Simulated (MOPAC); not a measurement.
MOPAC input (AM1):

```
AM1 FORCE THERMO(298,298) PRECISE LET GEO-OK AUX(PRECISION=9) THREADS=1
C4H4O

O     0.00715030 1   -0.00954935 1    1.18426710 1
C     0.01022175 1    1.11560664 1    0.35890722 1
C    -0.00599611 1   -1.12124682 1    0.34096054 1
C    -0.00062002 1    0.73178890 1   -0.96622297 1
C    -0.01111765 1   -0.71610047 1   -0.97783900 1
H     0.02027536 1    2.06210176 1    0.89001458 1
H    -0.00972844 1   -2.07618520 1    0.85681379 1
H    -0.00136183 1    1.37144574 1   -1.84358307 1
H    -0.02103163 1   -1.34152001 1   -1.86534891 1
```

Q: Which zero-point energy does it print?

A: 45.18 kcal/mol, from the harmonic wavenumbers of AM1.
